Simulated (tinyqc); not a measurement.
A ladder of methods, and size consistency: correlation methods against full CI in the sto-3g basis, for H2O, spin multiplicity 1. Computed by the program tinyqc with PySCF. 

Geometry (angstrom):

| atom | x | y | z |
|---|---|---|---|
| O | 0.0000 | 0.0000 | 0.0000 |
| H | 0.0000 | 0.7540 | 0.5740 |
| H | 0.0000 | -0.7540 | 0.5740 |

RHF energy of one = -74.961000 hartree

All electrons correlated; +Q is the Davidson correction (1 - c0^2) E_corr. The last columns treat two copies 100 angstrom apart as one system. FCI is the lowest singlet.

Correlation energies (hartree):

| method | E_corr of one | share of FCI (%) | E_corr of two at 100 angstrom | two minus twice one (mhartree) |
|---|---|---|---|---|
| MP2 | -0.03459 | 71.867 | -0.06917 | 0.000 |
| CISD | -0.04747 | 98.633 | -0.09273 | 2.204 |
| CISD+Q | -0.04863 | 101.037 | -0.09693 | 0.317 |
| CCSD | -0.04801 | 99.764 | -0.09603 | 0.000 |
| CCSD(T) | -0.04808 | 99.903 | -0.09616 | 0.000 |
| FCI | -0.04813 | 100.000 | - | - |

MP2 recovers 72 %, CISD 98.6 % and CCSD 99.8 % of the FCI value (c0^2 = 0.976 in CISD). MP2 and coupled cluster are size consistent, so their last column vanishes; CISD loses 2.20 mhartree, since a double excitation on each copy is a quadruple of the pair, and the Davidson correction leaves +0.32.
